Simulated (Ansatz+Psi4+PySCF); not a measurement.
The numbers below are computed, except where a source is named.
```
atom   x (Å)    y (Å)    z (Å)
   O  0.0000   0.0000   0.1193
   H  0.0000   0.7632  -0.4770
   H  0.0000  -0.7632  -0.4770
```

Basis set: cc-pVTZ (spherical functions). Left uncorrelated: 1 orbital. Charge 0, multiplicity 1.

Starred EOM-CCSD(T)(a) on the restricted Hartree–Fock determinant with PySCF 2.14.0; the energies are vertical.

(1) The solver was asked for the few lowest roots only. Give the ionization energies of singlet H2O among them whose weight of singles is over 0.7.

## Answers

(1)

```tsv
root	energy (eV)	weight of singles
1	12.43	0.96
2	14.69	0.96
3	18.71	0.97
```

Higher main lines weren't sought.
